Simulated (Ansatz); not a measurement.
Process, species as SMILES: ClC=C → ClC=[CH] + H atom
B3LYP-D3(BJ)/def2-TZVP geometries, fixed; electronic energies without zero-point terms.

Basis-set convergence of the bond dissociation energy at PBE with Ansatz (a first-principles code). Cartesian d functions, on some or all atoms, in 6-31G**; all else is spherical. The program fits the integrals of some runs and decomposes those of others, by size. Open shells are unrestricted. No added dispersion term, no relativity. Functions are those of the species that has most. Reference: the value in aug-pcseg-3, 114.72 kcal/mol, itself unsure by roughly 0.02 kcal/mol (its mean distance from aug-cc-pV(Q+d)Z, def2-QZVPPD, pcseg-3).

```json
[
 {"basis": "3-21G", "functions": "37", "bond dissociation energy (kcal/mol)": "[?]"},
 {"basis": "def2-SV(P)", "functions": "52", "bond dissociation energy (kcal/mol)": "113.48"},
 {"basis": "6-31G**", "functions": "64", "bond dissociation energy (kcal/mol)": "[?]"},
 {"basis": "def2-TZVP", "functions": "117", "bond dissociation energy (kcal/mol)": "114.65"},
 {"basis": "6-311++G(2d,2p)", "functions": "119", "bond dissociation energy (kcal/mol)": "[?]"},
 {"basis": "def2-TZVPD", "functions": "147", "bond dissociation energy (kcal/mol)": "114.59"},
 {"basis": "aug-pcseg-2", "functions": "211", "bond dissociation energy (kcal/mol)": "[?]"},
 {"basis": "def2-QZVPP", "functions": "274", "bond dissociation energy (kcal/mol)": "114.70"},
 {"basis": "pcseg-3", "functions": "283", "bond dissociation energy (kcal/mol)": "114.73"}
]
```

### Question
What belongs in the gaps?

### Answer

- 3-21G, bond dissociation energy (kcal/mol): 116.11
- 6-31G**, bond dissociation energy (kcal/mol): 116.40
- 6-311++G(2d,2p), bond dissociation energy (kcal/mol): 114.76
- aug-pcseg-2, bond dissociation energy (kcal/mol): 114.68
